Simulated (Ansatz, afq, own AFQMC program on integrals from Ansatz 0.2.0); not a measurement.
Two steps: Ansatz 0.2.0 writes the Fock matrix and Cholesky factors of the valence space, and afq projects on them the lowest state that overlaps trial and start.

```yaml
crystal:
  periodic: [false, false, false]
  atoms:
    - {symbol: Ge, position_ang: [0.002424, -0.004031, -0.020222]}
    - {symbol: H, position_ang: [1.467396, 0.012862, 0.451081]}
    - {symbol: H, position_ang: [-0.925310, 1.559421, 0.558909]}
    - {symbol: H, position_ang: [-0.716760, -1.281806, 0.447345]}
basis:
  gaussian: {orbitals: 6-31G}
magnetization: {spin_polarized: true, initial_magnetization: 1}
correlation: {method: ccsd_t, electrons: outside_noble_gas, hamiltonian_folder: ham}
```

```sh
$ ansatz run in.yaml --threads 1 --pin off --events-out ev --progress --plain --max-ram 16896MiB --backend cuda --devices 0, --max-vram 18GiB
```

Options of the walk:

```
--method phaseless --trial hf --walkers 4000 --populations 20 --least-time 40 --time-step 0.005 --steps-per-block 20 --equilibration-blocks 112 --max-blocks 4000 --target-error 0.0008 --factor-cut 1e-05 --start spin_pure --seed 1282 --taylor-order 6
```

Times are imaginary, in 1/Eh. The walk had a cap of 49 s. With eight or more populations the least sampling time is a fifth of least-time, and the error comes from their spread. Filled inner d shells are frozen with the cores.

afq prints:

```
orbitals 21  electrons 4 3  factors 165 of 346
reference energy -2076.68408162 Eh
CCSD correlation -0.07581468 Eh in 12 cycles, weight of the determinant in the CISD state 0.9326
energy of the start -2076.684127 Eh
 block  time / (1/Eh)  mean weight  energy / Eh
     1     0.100  1.0003  -2076.694450
     2     0.200  1.0002  -2076.702857
     3     0.300  1.0004  -2076.709564
     4     0.400  1.0004  -2076.715192
     5     0.500  1.0003  -2076.720473
    10     1.000  1.0004  -2076.736590
    25     2.500  0.9999  -2076.755626
    29     2.900  1.0000  -2076.755860
    49     4.900  0.9999  -2076.759785
    69     6.900  0.9999  -2076.760591
    89     8.900  0.9999  -2076.759230
   101    10.100  1.0002  -2076.765242
   109    10.900  0.9999  -2076.761224
   129    12.900  1.0001  -2076.761375
   149    14.900  0.9999  -2076.760058
   169    16.900  0.9999  -2076.760157
   189    18.900  1.0000  -2076.759081
error from the spread of 20 populations
energy -2076.760205 +/- 0.000591 Eh
(rows thinned)
```

The run passed its tests (sampling time, drift between the halves within three errors, error under three times the target), which doesn't prove that it has relaxed.

Against this walk (error 16.1 meV) on the same determinant: CCSD(T) 22.9 meV lower (within the noise), full CI 36.8 meV lower, a separate phaseless walk with a CISD trial and standard settings 34.2 ± 16.1 meV lower. The error is statistical and leaves out the bias of the constraint.

Cautions: constraint bias not in the error; no relativity below Rb; no spin-orbit coupling; inner d shell frozen.

The walk took 20 s on 1 × NVIDIA H100 80GB HBM3 with 2 threads of AMD EPYC 7R13 Processor (Zen 3), with other jobs on the host (the card was shared). The log's last line is the phaseless energy.

A walk keeps the symmetry of its determinant, which the program's search chose and which needn't be the lowest solution, so a lower state of the same spin and another symmetry isn't excluded.
